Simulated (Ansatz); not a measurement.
Bulk modulus B0 (GPa) of solids drawn from the class of silicides and borides, at two levels: PBE in Ansatz (PAW), and r²SCAN (Ansatz, a first-principles code, PAW).

| solid | PBE | r²SCAN | shift (%) |
|---|---|---|---|
| C11b WSi₂ | 217 | 232 | +6.9 |
| AlB2-type HfB₂ | 248 | 255 | +2.8 |
| AlB2-type ZrB₂ | 238 | 242 | +1.7 |
| AlB2-type TiB₂ | 250 | 257 | +2.8 |
| CaB6-type LaB₆ | 174 | 180 | +3.4 |
| AlB2-type MgB₂ | 143 | 149 | +4.2 |
| B20 (FeSi-type) MnSi | 206 | 185 | -10.2 |
| C11b MoSi₂ | 204 | 217 | +6.4 |
| A15 Mo₃Si | 249 | 264 | +6.0 |
| CaB6-type CaB₆ | 150 | 154 | +2.7 |

The shifts run from -10.2 % to +6.9 %, with a median of +3.1 %.

Over all 10 rows r²SCAN is the larger in 9.

Ansatz's runs of these crystals have no spin polarisation, but for B20 (FeSi-type) MnSi. A magnetic state wasn't tried for AlB2-type TiB2 with meta-GGA or hybrid levels, which favour moments.

Density-functional runs with spin start from parallel moments for B20 (FeSi-type) MnSi.

Spin–orbit coupling is left out, also for the solids with elements from indium on (C11b WSi2, AlB2-type HfB2, CaB6-type LaB6); its size isn't shown.

Each level is taken at its own relaxed cell. Caveats: the gap of the solid is closed in this run (CaB6-type CaB6). Ansatz's density-functional and Hartree–Fock values are scalar-relativistic unless marked +SOC, with PAW data made under PBE.
